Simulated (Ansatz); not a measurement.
`CCC(F)CF` and `CCC(C)F` differ in one atom or group.

Ansatz, PBE0-D4/def2-TZVP geometries, multiplicity 1. Each molecule was computed in one conformer, which needn't be the lowest.

```tsv
property	`CCC(F)CF`
HOMO energy (ωB97M-V/def2-TZVPP) / eV	-11.57
LUMO energy (PBE0/def2-TZVPP) / eV	1.13
size of the dipole moment (PBE/def2-TZVPP) / D	2.71
HOMO–LUMO gap (ωB97M-V/def2-TZVPP) / eV	14.13
HOMO energy (PBE/def2-TZVPP) / eV	-7.49
size of the dipole moment (B3LYP/def2-TZVPP) / D	2.90
```

Give the same properties after the change, and the shifts. (Best estimate.)

The calculation gave: 
```json
{"property": "HOMO energy (ωB97M-V/def2-TZVPP) / eV", "`CCC(C)F`": "-11.36", "shift": "0.21"}
{"property": "LUMO energy (PBE0/def2-TZVPP) / eV", "`CCC(C)F`": "1.28", "shift": "0.15"}
{"property": "size of the dipole moment (PBE/def2-TZVPP) / D", "`CCC(C)F`": "1.71", "shift": "-1.00"}
{"property": "HOMO–LUMO gap (ωB97M-V/def2-TZVPP) / eV", "`CCC(C)F`": "14.05", "shift": "-0.08"}
{"property": "HOMO energy (PBE/def2-TZVPP) / eV", "`CCC(C)F`": "-7.40", "shift": "0.09"}
{"property": "size of the dipole moment (B3LYP/def2-TZVPP) / D", "`CCC(C)F`": "1.83", "shift": "-1.07"}
```

With PBE0 the HOMO rises by 0.20 eV and the LUMO rises by 0.15 eV, so the gap narrows by about 0.05 eV. PBE moves the HOMO by 0.09 eV and ωB97M-V by 0.21 eV. Dipoles are sizes alone; their direction can turn.

B3LYP here is the variant with VWN-RPA as its local correlation; programs differ in this.
